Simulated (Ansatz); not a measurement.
Species: C$_{2}$H$_{3}$N, SMILES `CC#N` (charge 0, multiplicity 1).

Q: Give a relaxed geometry from PBE-D3(BJ)/def2-TZVP (Ansatz, an electronic-structure program).

A: the end point of this relaxation (outside a Z-matrix the atoms follow the SMILES, hydrogens last).
Bonded distances (Å): C1–C2 1.454, C1–H4 1.099, C1–H5 1.099, C1–H6 1.099, C2–N3 1.162. Bond angles (°): C2–C1–H4 110.3, C2–C1–H5 110.3, C2–C1–H6 110.3, H4–C1–H5 108.6, H4–C1–H6 108.6, H5–C1–H6 108.6, C1–C2–N3 180.0.
